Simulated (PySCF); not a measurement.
# AlSiH5 (SMILES [AlH2][SiH3]): a chain of runs

Wanted: a structure relaxation (revPBE0-D3(BJ)/ma-def2-SVP), then a single-point energy (CCSD(T)/aug-cc-pVDZ), then the excited states (EOM-CCSD/BFD-VDZ) of AlSiH5. Input form: a Python script.

The results are computed with PySCF 2.14.0.

1 further run of the same task is left out (for a faulty analytic Hessian).

## 1. The molecule

The species is AlSiH5 (7 atoms), meant as a singlet with charge 0. SMILES: `[AlH2][SiH3]`. Geometry: a rough force-field guess. The run starts from this shape.

Bond lengths: Al1–Si2 2.390 Å, Al1–H3 1.504 Å, Al1–H4 1.562 Å, Si2–H5 1.485 Å, Si2–H6 1.478 Å, Si2–H7 1.501 Å. Angles: Al1–Si2–H5 109.7°, Al1–Si2–H6 111.1°, Al1–Si2–H7 108.0°, Si2–Al1–H3 122.3°, Si2–Al1–H4 116.7°, H5–Si2–H6 109.6°, H5–Si2–H7 109.1°, H6–Si2–H7 109.3°, H3–Al1–H4 121.0°.

## 2. A geometry optimisation at revPBE0-D3(BJ)/ma-def2-SVP (sfX2C) (run 1)

job.py

```python
from pyscf import gto, dft
from pyscf.geomopt.geometric_solver import kernel as optimise

mol = gto.M(
    atom=[
    ('Al', (-0.294500, -1.336300, 0.089800)),
    ('Si', (0.248100, 0.985600, -0.067300)),
    ('H', (0.691100, -2.361500, 0.578000)),
    ('H', (-1.737500, -1.750000, -0.341900)),
    ('H', (0.115700, 1.436000, -1.475700)),
    ('H', (-0.634200, 1.797000, 0.797800)),
    ('H', (1.672500, 1.161100, 0.373700)),
],
    max_memory=1860,
    spin=0,
    basis='ma-def2-svp',
    verbose=3,
)

mf = dft.RKS(mol, xc='revpbe0')
mf = mf.x2c()
mf.disp = 'd3bj'
converged, mol_eq = optimise(mf, maxsteps=100)
print('converged:', converged)
print(mol_eq.tostring())

mf.reset(mol_eq)
mol = mol_eq
mf.kernel()
e_tot = mf.e_tot
print('E(%s) = %.9f' % ('REVPBE0', e_tot))
```

Run with:

```bash
$ OMP_NUM_THREADS=1 python job.py
```

What it wrote:

```text
maxiter                   100
[... 37 lines left out ...]
> Will converge when all 5 criteria are reached:
[... 20 lines left out ...]
converged SCF energy = -535.558338473318
[... 24 lines left out ...]
converged SCF energy = -535.563195418296
[... 49 lines left out ...]
converged SCF energy = -535.563329046675
[... 49 lines left out ...]
converged SCF energy = -535.563332144896
[... 38 lines left out ...]
Converged! =D
[... 1 line left out ...]
converged: True
Al         -0.33399308       -1.37753895        0.08381203
Si          0.28470121        1.00070990       -0.06552367
H           0.70095896       -2.47848188        0.60160149
H          -1.80270274       -1.83730853       -0.34550251
H           0.13570324        1.50310357       -1.47542416
H          -0.62029774        1.84268997        0.79148554
H           1.69648647        1.27815176        0.36374799
converged SCF energy = -535.563332281766
E(REVPBE0) = -535.563332282
```

Wall time 27 s (1 thread of Arm Neoverse V2, shared host); peak memory 0.56 GiB.

Step by step:

```tsv
step	energy from the first frame kept (eV)	largest force (eV/Å)
0	0.0000	1.5321
1	-0.1322	0.1115
2	-0.1352	0.0638
3	-0.1358	0.0218
4	-0.1359	0.0070
5	-0.1359	0.0038
6	-0.1359	0.0041
```

After the run. Bond lengths: Al1–Si2 2.462 Å, Al1–H3 1.597 Å, Al1–H4 1.598 Å, Si2–H5 1.504 Å, Si2–H6 1.504 Å, Si2–H7 1.501 Å. Angles: Al1–Si2–H5 110.8°, Al1–Si2–H6 110.8°, Al1–Si2–H7 113.4°, Si2–Al1–H3 121.5°, Si2–Al1–H4 119.5°, H5–Si2–H6 106.7°, H5–Si2–H7 107.4°, H6–Si2–H7 107.4°, H3–Al1–H4 119.0°.

## 3. A single-point energy at CCSD(T)/aug-cc-pVDZ (run 3)

calc.py

```python
from pyscf import gto, cc

mol = gto.M(
    atom='''
Al    -0.333993    -1.377539     0.083812
Si     0.284701     1.000710    -0.065524
H      0.700959    -2.478482     0.601601
H     -1.802703    -1.837309    -0.345503
H      0.135703     1.503104    -1.475424
H     -0.620298     1.842690     0.791486
H      1.696486     1.278152     0.363748
''',
    max_memory=1860,
    basis='aug-cc-pvdz',
    spin=0,
    verbose=4,
)

myscf = mol.RHF()
myscf.kernel()

mycc = cc.CCSD(myscf, frozen=10)
mycc.kernel()
e_t = mycc.ccsd_t()
e_final = mycc.e_tot + e_t
print('Final energy', e_final)
```

Run with:

```bash
$ OMP_NUM_THREADS=1 python calc.py
```

What it wrote:

```text
PySCF version 2.14.0

[... 57 lines left out ...]
converged SCF energy = -533.732129508511
[... 12 lines left out ...]
Init t2, MP2 energy = -533.914645196304  E_corr(MP2) -0.182515687793291
[... 11 lines left out ...]
CCSD converged
[... 2 lines left out ...]
Final energy -533.9675710908263
```

Wall time 16 s (1 thread of Arm Neoverse V2, shared host); peak memory 0.52 GiB.

## 4. The vertical excitations at EOM-CCSD/BFD-VDZ (core potential, root kind ee, spin of roots singlet) (run 4)

input.xyz

```xyz
7

Al    -0.333993    -1.377539     0.083812
Si     0.284701     1.000710    -0.065524
H      0.700959    -2.478482     0.601601
H     -1.802703    -1.837309    -0.345503
H      0.135703     1.503104    -1.475424
H     -0.620298     1.842690     0.791486
H      1.696486     1.278152     0.363748
```

input.py

```python
# [AlH2][SiH3]
import numpy
from pyscf import gto, scf, cc

mol = gto.Mole()
mol.atom = 'input.xyz'
mol.verbose = 4
mol.basis = 'bfd-vdz'
mol.ecp = {'Al': 'bfd', 'Si': 'bfd', 'H': 'bfd'}
mol.max_memory = 1860
mol.build()

mf = scf.RHF(mol)
mf.kernel()

mycc = cc.CCSD(mf)
mycc.kernel()
e_final = mycc.e_tot
print(f'total energy: {e_final:.8f} hartree')

e, vec = mycc.eomee_ccsd_singlet(nroots=10)
roots = numpy.atleast_1d(e) * 27.211386
print('EOM-EE-CCSD roots (eV)')
for i, w in enumerate(roots, 1):
    print('%3d %10.4f' % (i, w))
```

Run with:

```bash
$ OMP_NUM_THREADS=1 python input.py
```

What it wrote:

```text
PySCF version 2.14.0

[... 57 lines left out ...]
converged SCF energy = -8.56901612600278
[... 11 lines left out ...]
Init t2, MP2 energy = -8.74135496648913  E_corr(MP2) -0.172338840486357
[... 10 lines left out ...]
CCSD converged
[... 1 line left out ...]
total energy: -8.78573166 hartree
[... 1 line left out ...]
******** <class 'pyscf.cc.eom_rccsd.EOMEESinglet'> ********
max_space = 20
max_cycle = 50
conv_tol = 1e-07
partition = None
EOM-CCSD root 0 E = 0.1610263385036942  qpwt = 0.9429  conv = True
EOM-CCSD root 1 E = 0.1966988502236044  qpwt = 0.929888  conv = True
EOM-CCSD root 2 E = 0.2739150697753168  qpwt = 0.925236  conv = True
EOM-CCSD root 3 E = 0.2776471478650184  qpwt = 0.914446  conv = True
EOM-CCSD root 4 E = 0.2819710656317696  qpwt = 0.923271  conv = True
EOM-CCSD root 5 E = 0.3013250538652964  qpwt = 0.918666  conv = True
EOM-CCSD root 6 E = 0.3207796139146295  qpwt = 0.935761  conv = True
EOM-CCSD root 7 E = 0.3335095046478935  qpwt = 0.884021  conv = True
EOM-CCSD root 8 E = 0.3370261500320466  qpwt = 0.893715  conv = True
EOM-CCSD root 9 E = 0.337248150549313  qpwt = 0.908095  conv = True
EOM-EE-CCSD roots (eV)
  1     4.3817
  2     5.3524
  3     7.4536
  4     7.5552
  5     7.6728
  6     8.1995
  7     8.7289
  8     9.0753
  9     9.1709
 10     9.1770
```

Run time: 20 s. Hardware: 1 thread of Arm Neoverse V2, shared host; peak memory 0.19 GiB.

The roots found:

```tsv
excited state	energy (eV)
1	4.382
2	5.352
3	7.454
4	7.555
5	7.673
6	8.199
7	8.729
8	9.075
9	9.171
10	9.177
```

## 5. Outcome

| quantity | value |
| --- | --- |
| run 1, revPBE0-D3(BJ)/ma-def2-SVP: total energy at the end | -535.56333 Eh |
| run 1, revPBE0-D3(BJ)/ma-def2-SVP: dipole moment | 0.35 D |
| run 1, revPBE0-D3(BJ)/ma-def2-SVP: HOMO energy | -7.67 eV |
| run 1, revPBE0-D3(BJ)/ma-def2-SVP: LUMO energy | -2.09 eV |
| run 1, revPBE0-D3(BJ)/ma-def2-SVP: HOMO–LUMO gap | 5.58 eV |
| run 1, revPBE0-D3(BJ)/ma-def2-SVP: dispersion energy | -21.24 kJ/mol |
| run 3, CCSD(T)/aug-cc-pVDZ: total energy | -533.96757 Eh |
| run 3, CCSD(T)/aug-cc-pVDZ: dipole moment (Hartree–Fock density) | 0.28 D |
| run 3, CCSD(T)/aug-cc-pVDZ: HOMO energy (Hartree–Fock orbitals) | -10.11 eV |
| run 3, CCSD(T)/aug-cc-pVDZ: LUMO energy (Hartree–Fock orbitals) | 0.30 eV |
| run 3, CCSD(T)/aug-cc-pVDZ: HOMO–LUMO gap (Hartree–Fock orbitals) | 10.40 eV |
| run 3, CCSD(T)/aug-cc-pVDZ: correlation energy (10 core orbitals frozen) | -235.4 mEh |
| run 3, CCSD(T)/aug-cc-pVDZ: (T) correction | -5.41 mEh |
| run 3, CCSD(T)/aug-cc-pVDZ: T1 diagnostic | 0.013 |
| run 4, EOM-CCSD/BFD-VDZ: ground-state or mean-field energy | -8.78573 Eh |
| run 4, EOM-CCSD/BFD-VDZ: dipole moment (Hartree–Fock density) | 0.27 D |
| run 4, EOM-CCSD/BFD-VDZ: HOMO energy (Hartree–Fock orbitals) | -10.05 eV |
| run 4, EOM-CCSD/BFD-VDZ: LUMO energy (Hartree–Fock orbitals) | 0.63 eV |
| run 4, EOM-CCSD/BFD-VDZ: HOMO–LUMO gap (Hartree–Fock orbitals) | 10.67 eV |
| run 4, EOM-CCSD/BFD-VDZ: correlation energy | -216.7 mEh |
| run 4, EOM-CCSD/BFD-VDZ: T1 diagnostic | 0.012 |
| run 4, EOM-CCSD/BFD-VDZ: lowest singlet excitation energy | 4.38 eV |

What this shows: The optimisation (run 1, revPBE0-D3(BJ)/ma-def2-SVP) took 6 steps and changed the energy by -0.136 eV. Mulliken charges (run 1, revPBE0-D3(BJ)/ma-def2-SVP) run from -0.24 on Si2 to +0.47 on Al1; they depend strongly on the basis. The triples (run 3, CCSD(T)/aug-cc-pVDZ) make up 2.3 % of the correlation energy.
